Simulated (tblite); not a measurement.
Compound: diethyl sulfoxide, C4H10OS.
Numbering: `[CH3:1][CH2:2][S:3](=[O:4])[CH2:5][CH3:6]` (hydrogens: H7, H8, H9 on C1; H10, H11 on C2; H12, H13 on C5; H14, H15, H16 on C6)

Computed with GFN2-xTB (tblite), gas phase: Langevin dynamics at 300 K from the optimised GFN2-xTB geometry, time step 0.5 fs, friction 0.01 fs⁻¹, 2000 steps. The instantaneous temperature is 2·E(kin)/(3Nk) with all 3N coordinates.

```
t (fs)  T (K)  E(pot) above start (eV)  C1–C2 (Å)  C2–S3 (Å)  S3=O4 (Å)  S3–C5 (Å)  C5–C6 (Å)  C1–H7 (Å)  C1–C2–S3–O4 (°)
     0    244                    0.000      1.515      1.862      1.463      1.863      1.515      1.088              -67
    25    138                    0.303      1.496      1.832      1.462      1.845      1.494      1.158              -76
    50    192                    0.248      1.514      1.899      1.461      1.870      1.505      1.092              -72
    75    158                    0.364      1.509      1.803      1.482      1.872      1.533      1.055              -63
   100    264                    0.329      1.531      1.930      1.463      1.850      1.537      1.111              -52
   125    240                    0.359      1.556      1.836      1.463      1.895      1.495      1.104              -42
   150    240                    0.357      1.508      1.908      1.459      1.821      1.495      1.080              -37
   175    164                    0.503      1.478      1.864      1.468      1.903      1.528      1.101              -47
   200    212                    0.463      1.537      1.897      1.463      1.832      1.531      1.094              -50
   225    279                    0.426      1.555      1.851      1.455      1.955      1.475      1.076              -50
   250    279                    0.598      1.557      1.892      1.459      1.908      1.481      1.089              -54
   275    320                    0.358      1.523      1.898      1.464      1.864      1.506      1.092              -68
   300    232                    0.588      1.455      1.811      1.467      1.892      1.551      1.089              -67
   325    270                    0.489      1.438      1.920      1.476      1.821      1.535      1.122              -66
   350    273                    0.531      1.519      1.836      1.472      1.981      1.516      1.120              -73
   375    238                    0.672      1.571      1.927      1.473      1.797      1.519      1.049              -69
   400    285                    0.545      1.549      1.828      1.449      1.919      1.522      1.070              -81
   425    212                    0.453      1.470      1.865      1.469      1.854      1.549      1.114              -80
   450    213                    0.393      1.471      1.895      1.456      1.932      1.545      1.093              -77
   475    240                    0.431      1.553      1.898      1.446      1.868      1.496      1.083              -79
   500    203                    0.415      1.544      1.872      1.470      1.847      1.498      1.098              -81
   525    324                    0.459      1.531      1.828      1.461      1.882      1.512      1.136              -79
   550    308                    0.656      1.491      1.872      1.465      1.859      1.538      1.125              -68
   575    285                    0.639      1.496      1.835      1.467      1.883      1.558      1.086              -61
   600    359                    0.510      1.552      1.893      1.441      1.873      1.520      1.111              -65
   625    350                    0.560      1.579      1.865      1.439      1.844      1.509      1.088              -69
   650    360                    0.539      1.525      1.901      1.471      1.872      1.503      1.106              -69
   675    374                    0.554      1.483      1.845      1.495      1.866      1.488      1.059              -58
   700    304                    0.453      1.521      1.920      1.492      1.936      1.504      1.098              -64
   725    290                    0.480      1.559      1.875      1.457      1.848      1.542      1.096              -71
   750    260                    0.468      1.564      1.870      1.428      1.886      1.541      1.079              -88
   775    294                    0.483      1.527      1.826      1.438      1.883      1.524      1.103              -98
   800    301                    0.501      1.505      1.950      1.461      1.919      1.520      1.118              -98
   825    312                    0.416      1.559      1.847      1.488      1.873      1.495      1.098              -98
   850    196                    0.563      1.552      1.867      1.504      1.849      1.554      1.107              -98
   875    324                    0.478      1.510      1.879      1.491      1.894      1.565      1.063              -88
   900    356                    0.651      1.544      1.871      1.431      1.836      1.529      1.086              -84
   925    391                    0.748      1.506      1.935      1.415      1.898      1.526      1.124              -79
   950    399                    0.538      1.478      1.894      1.462      1.828      1.533      1.094              -66
   975    362                    0.604      1.511      1.896      1.530      1.963      1.543      1.075              -58
  1000    372                    0.568      1.500      1.844      1.537      1.789      1.482      1.062              -52
```

Problem. From 500 fs on, how do temperature and potential energy compare with equipartition?

Solution. The mean temperature of these 21 frames is 320 K against the target 300 K, and the mean potential energy 0.54 eV against 42 × kT/2 = 0.54 eV for 42 classical harmonic modes. For 16 atoms in a canonical ensemble the temperature itself scatters by T·√(2/(3N)) = 61 K; here its standard deviation is 54 K. The whole run lasts only 10 friction times of 100 fs, so these averages carry a wide statistical error.

Problem. What are the kinetic and total energies of the listed frame with the highest potential energy?

Solution. The one at 925 fs, 0.748 eV above the start. Its kinetic energy is 3NkT/2 = 0.809 eV at 391 K, so the sum is 1.56 eV; over the listed frames the sum runs from 0.50 to 1.56 eV, since the thermostat adds and removes energy.

Problem. How much do the listed bonds fluctuate from 500 fs on?

Solution. 
```tsv
bond	at the start (Å)	mean (Å)	standard deviation (Å)
C1–C2	1.515	1.526	0.028
C2–S3	1.862	1.876	0.032
S3=O4	1.463	1.469	0.031
S3–C5	1.863	1.873	0.037
C5–C6	1.515	1.523	0.023
C1–H7	1.088	1.096	0.021
```

The motion is classical and holds no zero-point motion.

The cost below is that of the whole dynamics run. Hardware: Arm Neoverse V2, one thread (shared host). Cost: 8.2 s wall, 0.18 GiB resident at most.
